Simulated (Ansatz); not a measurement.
# Heat of formation of Si2H6O (disiloxane) from total energies

Si2H6O has 9 atoms, charge 0, and is taken as a singlet. As SMILES, `[SiH3]O[SiH3]`. The shape is that of a PBE0-D4/def2-TZVP optimisation.

Total energies at wB97M-V/cc-pVDZ (Ansatz 0.2.0); the atoms run unrestricted:

| species | state | energy (Eh) |
| --- | --- | --- |
| Si2H6O | singlet | -657.775301 |
| Si | triplet | -289.350382 |
| O | triplet | -75.049431 |
| H | doublet | -0.491710 |

Harmonic wavenumbers at PBE0-D4/def2-TZVP, in cm⁻¹: 23, 52, 91, 602, 708, 717, 746, 750, 953, 953, 954, 956, 959, 1010, 1136, 2220, 2222, 2226, 2229, 2244, 2248.

Measured heats of formation of the gaseous atoms at 298.15 K, in kJ/mol: Si 450.0, O 249.2, H 218.0. Spin-orbit lowering of the atoms at 298 K (mean of the ground term's levels less their thermal mean, from spectra), in kJ/mol: Si 0.44, O 0.40. Take 1 Eh = 2625.50 kJ/mol, 1 cm⁻¹ = 0.0119627 kJ/mol, RT = 2.479 kJ/mol.

**Question.** What heat of formation follows?

**Answer.** 
1. Electronic atomisation energy: 2 × (-289.350382) + (-75.049431) + 6 × (-0.491710) − (-657.775301) = 1.074846 Eh = 2822.0 kJ/mol.
2. Zero-point energy: half the sum of the wavenumbers, 11999.5 cm⁻¹ = 143.5 kJ/mol.
3. Thermal vibrational enthalpy, Σ hcν̃/(exp(hcν̃/kT) − 1): 8.7 kJ/mol. Translation, rotation and pV of a non-linear molecule: 4 RT = 9.9 kJ/mol.
4. The 9 free atoms carry 5/2 RT each: 55.8 kJ/mol.
5. Spin-orbit coupling lowers the free atoms by 2 × 0.44 + 0.40 = 1.3 kJ/mol.
6. Atomisation enthalpy at 298 K: 2822.0 − 1.3 − 143.5 − 8.7 − 9.9 + 55.8 = 2714.4 kJ/mol.
7. Sum of the atoms' heats of formation: 2457.2 kJ/mol. Heat of formation: 2457.2 − 2714.4 = -257.2 kJ/mol.

No measured value is set beside it here. Anharmonicity and any spin-orbit splitting of the molecule are left out.
